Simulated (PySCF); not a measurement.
## sulfur dioxide: removing and adding an electron

Parent: sulfur dioxide, `O=S=O` (O2S). Numbering: `[O:1]=[S:2]=[O:3]`

Energies: Hartree-Fock, HF/ma-def2-TZVP (PySCF, density fitting, unrestricted for open shells), on PBE0-D3(BJ)/ma-def2-SVP structures. The prefix ma- adds one diffuse s and one diffuse p function on all atoms but H. Zero-point and thermal terms (298.15 K, 1 bar) come from unscaled PBE0-D3(BJ)/ma-def2-SVP harmonic frequencies, with soft modes damped to free rotors in the entropy.

Frontier levels of the parent: HOMO -13.61 eV, LUMO -0.06 eV.

Oxidation to the radical cation:
```
Vertical ionisation energy (electronic)              : 11.15 eV
Adiabatic ionisation energy (with zero-point energy) : 11.85 eV
Adiabatic, electronic part                           : 11.87 eV
Vertical gap at the product's structure              : 11.69 eV
⟨S²⟩ of the product                                  : 0.804
Largest spin populations                             : O1 0.41, O3 0.41, S2 0.18
Largest changes of atomic charge                     : O3 0.33, O1 0.33, S2 0.33
Distances that move most (Å)                         : S2–O3 1.456 → 1.442; O1–S2 1.456 → 1.442
```

Reduction to the radical anion:
- Vertical electron affinity (electronic): 1.08 eV
- Adiabatic electron affinity (with zero-point energy): 0.95 eV
- Adiabatic, electronic part: 0.91 eV
- Vertical gap at the product's structure: 1.92 eV
- ⟨S²⟩ of the product: 0.783
- Largest spin populations: S2 0.58, O1 0.21, O3 0.21
- Largest changes of atomic charge: S2 -0.58, O1 -0.21, O3 -0.21
- Distances that move most (Å): O1–S2 1.456 → 1.533; S2–O3 1.456 → 1.533

Vertical ionisation energy, Adiabatic ionisation energy: the gap is large, chiefly since Hartree-Fock leaves out electron correlation.

Measured values (NIST Chemistry WebBook, evaluated or the median of agreeing entries): vertical ionisation energy 12.50 eV (computed 11.15, difference -1.35); adiabatic ionisation energy 12.35 eV (computed 11.85, difference -0.50); adiabatic electron affinity 1.10 eV (computed 0.95, difference -0.16).

Note: Hartree-Fock leaves out electron correlation, so its ionisation energies and electron affinities from energy differences come out too low, often by 1 eV or more; the relaxed radical cation lies 0.72 eV above the vertical state at this level, which can't hold for one state at its own minimum: the two belong to different states, or the structure misses this level's minimum, so vertical and adiabatic values aren't comparable; the value from this structure is no true adiabatic energy; the relaxed radical anion lies 0.16 eV above the vertical state at this level, which can't hold for one state at its own minimum: the two belong to different states, or the structure misses this level's minimum, so vertical and adiabatic values aren't comparable; the value from this structure is no true adiabatic energy; the vertical radical cation is spin contaminated (⟨S²⟩ 1.17).

Differences come from unrounded values, so a last digit can differ from that of the printed terms.
